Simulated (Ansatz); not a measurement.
**CH3AlS: active-space calculation in Python**

Wanted for CH3AlS: an active-space calculation. SMILES: [AlH2][CH]=S.

All numbers are computed with Ansatz 0.2.0 through its Python package. The levels of theory stand in the script.

### Step 1. The system

Bond lengths: Al1–C2 1.921 Å, C2–S3 1.427 Å, Al1–H4 1.554 Å, Al1–H5 1.626 Å, C2–H6 1.094 Å. Angles: Al1–C2–S3 119.1°, Al1–C2–H6 119.5°, S3–C2–H6 121.4°, C2–Al1–H4 120.3°, C2–Al1–H5 121.9°, H4–Al1–H5 117.6°.

The script reads ch3als.xyz:

```xyz
6

Al   -0.56250   -0.00310   -0.69590
C     0.73750   -0.02230    0.71810
S     0.35780   -0.51250    2.00350
H    -2.02520   -0.44900   -0.42190
H    -0.21720    0.58610   -2.17180
H     1.75170    0.33680    0.52170
```

### Step 2. The code

cas.py reads:

```python
'''Static correlation in CH3AlS: natural occupations of an active space.'''

import ansatz as az

system = az.Crystal.molecule_from_extxyz('ch3als.xyz')

setup = (
    system.calculation()
    .basis(gaussian='def2-SVP')  # the orbital basis, by name
    .correlation(active_electrons=2, active_orbitals=2)
)
for method in [None, 'sc_nevpt2']:
    summary = (setup if method is None else setup.correlation(method)).run(threads=1, pin='off').report
    space = summary['configurations']
    state = space['states'][0]
    print(method or 'casscf', f'total {summary["free_energy_ev"] / 27.211386246:.6f} Ha, active-space state {state["energy"]["hartree"]:.6f} Ha, mean field {summary["reference_energy_ev"] / 27.211386246:.6f} Ha')
    print('  determinants', state['n_determinants'], ' natural occupations', [round(n, 3) for n in space['natural_occupations']])
```

### Step 3. The input behind the calls

The engine receives this input (first run):

```yaml
crystal:
  periodic: [false, false, false]
  atoms:
    - { symbol: Al, position_ang: [-0.5625, -0.0031, -0.6959] }
    - { symbol: C, position_ang: [0.7375, -0.0223, 0.7181] }
    - { symbol: S, position_ang: [0.3578, -0.5125, 2.0035] }
    - { symbol: H, position_ang: [-2.0252, -0.449, -0.4219] }
    - { symbol: H, position_ang: [-0.2172, 0.5861, -2.1718] }
    - { symbol: H, position_ang: [1.7517, 0.3368, 0.5217] }
basis:
  gaussian:
    orbitals: def2-SVP
correlation:
  active_space:
    window:
      electrons: 2
      orbitals: 2
```

### Step 4. Launch

On the command line:

```sh
$ python cas.py
```

What it wrote:

```text
casscf total -678.756434 Ha, active-space state -678.756434 Ha, mean field -678.735929 Ha
  determinants 4  natural occupations [1.937, 0.063]
sc_nevpt2 total -679.054082 Ha, active-space state -678.756432 Ha, mean field -678.735929 Ha
  determinants 4  natural occupations [1.937, 0.063]
```

Run time: 6.5 s. Hardware: 1 thread of Intel Xeon Platinum 8259CL at 2.50GHz (Skylake/Cascade Lake), shared host; peak memory 0.18 GiB.

### Step 5. Inputs of later runs

The engine's inputs for the other runs:

Run 2, against run 1:

```diff
@@ -13,0 +14 @@
+  method: sc_nevpt2
```

Lines on the test bed's own set-up are left out of the output.

### Step 6. The engine's runs

One row for each of the 2 runs:

| run | method | energy (eV) | SCF cycles | CPU time (s) |
| --- | --- | --- | --- | --- |
| 1 | not set | -18469.9035 | 14 | 2.6 |
| 2 | sc_nevpt2 | -18478.0029 | 14 | 3.3 |

### Step 7. Outcome

```
           quantity         value
natural occupations  1.937, 0.063
      runs compared             2
```

What this shows: The natural occupations stay near whole numbers, so one determinant describes the state well. Both runs converged. The geometry is a force-field or estimated start, not a minimum of this method, and the basis set is short of its limit. The active space starts as a window about the frontier orbitals and is then optimised, not chosen by chemistry.
